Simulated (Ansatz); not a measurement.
How methods differ on BH3Cl− (SMILES [H][B-]([H])([H])Cl)

BH3Cl−: 5 atoms, total charge -1, spin state singlet. SMILES: `[H][B-]([H])([H])Cl`. Geometry: relaxed at GFN2-xTB.

Quantity: the vertical energy of the triplet above the singlet, in eV. The values are calculated.

| level | kind | program | value (eV) | less FCI/STO-3G |
| --- | --- | --- | --- | --- |
| HF/STO-3G | Hartree–Fock | Ansatz | 12.57 | -0.12 |
| SVWN5/STO-3G | LDA | Ansatz | 11.20 | -1.49 |
| revPBE/STO-3G | GGA | Ansatz | 11.23 | -1.46 |
| BHLYP/STO-3G | global hybrid | Ansatz | 12.03 | -0.66 |
| r2SCAN0/STO-3G | hybrid meta-GGA | Ansatz | 11.71 | -0.98 |
| CAM-B3LYP/STO-3G | range-separated hybrid | Ansatz | 11.74 | -0.95 |
| B2PLYP/STO-3G | double hybrid | Ansatz | 12.08 | -0.61 |
| MP2/STO-3G | perturbation theory | Ansatz | 12.78 | +0.09 |
| CCSDT/STO-3G | coupled cluster or CI | Ansatz | 12.69 | 0.00 |
| FCI/STO-3G | exact in the basis | Ansatz | 12.69 | 0.00 |

FCI/STO-3G is exact within its basis and frozen core, so for wave-function methods in that basis the difference is their error; functionals converge differently with the basis, so for them it is only a difference. Sets without diffuse functions describe the anion poorly. The values span 11.20 to 12.78 eV. A triplet this far above the singlet is often a Rydberg-like or dissociative state; sets without diffuse functions put Rydberg states too high. All rows use very small basis sets, so even the best lies far from the true value.
